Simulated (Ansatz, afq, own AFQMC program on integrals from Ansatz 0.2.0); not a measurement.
LiC⁺, singlet: AFQMC among the cluster methods

```xyz
2

C     0.0000    0.0000    0.0000
Li    0.0000    0.0000    2.2924
```

Basis cc-pVTZ. Noble-gas cores (and the filled d shells of Ga–Kr and In–Xe) are frozen. Integrals, coupled cluster, full CI and functionals: Ansatz 0.2.0; the random walks run on the same integrals in our own AFQMC program. The CISD trial takes its coefficients from CCSD amplitudes. Released means that phaseless walkers are propagated on without the constraint, phases kept. Uncertainties: one standard error, sampling alone.

Determinant: RHF, the one that the program's search chose, which needn't be the lowest solution. The geometry is a PBE0/def2-TZVP stationary point of this or a neighbouring charge and spin state.

Full CI on the same integrals is exact in this basis and with this determinant's frozen core.

Cautions: higher spins were not checked; restricted determinant unstable towards unrestricted (UHF 1.31 eV lower, ⟨S²⟩ 0.99); CCSDT(Q) on the UHF determinant differs (1.02 eV lower), perhaps since the unrestricted series falls towards higher spin.

* T1 diagnostic: 0.0082
* weight of the determinant in the CISD state: 0.877
* size of the correlated space: 4 electrons in 58 orbitals

Reference: full CI, correlation energy -3.304 eV. The released energy is read at 1.62 1/Eh, later times being too noisy (meV from the phaseless value at times in 1/Eh: -33 ± 20 at 0.24, -45 ± 21 at 0.51, -43 ± 24 at 0.99, -31 ± 23 at 1.62, -35 ± 33 at 2.40).

| level | E − E(reference) (kJ/mol) | share of correlation (%) |
| --- | --- | --- |
| HF | 318.7 | 0.00 |
| MP2 | 96.2 | 69.83 |
| CCSD | 13.8 | 95.67 |
| CCSD(T) | 5.0 | 98.42 |
| CCSDT | 3.0 | 99.05 |
| CCSDT(Q) | 1.4 | 99.56 |
| ph-AFQMC/HF | -4.5 ± 5.3 | 101.41 |
| ph-AFQMC/CISD | -2.4 ± 1.4 | 100.76 |
| released AFQMC | -5.4 ± 2.2 | 101.70 |

CCSDT and higher add their correlation energy to the determinant of the CCSD(T) run, since their own runs factorise the integrals more tightly (a shift of under 2 meV). A walk keeps the symmetry of its determinant, which the program's search chose and which needn't be the lowest solution, so a lower state of the same spin and another symmetry isn't excluded. Released energies are given only where the last usable release times agree within the noise; a slower fall can still hide under it.
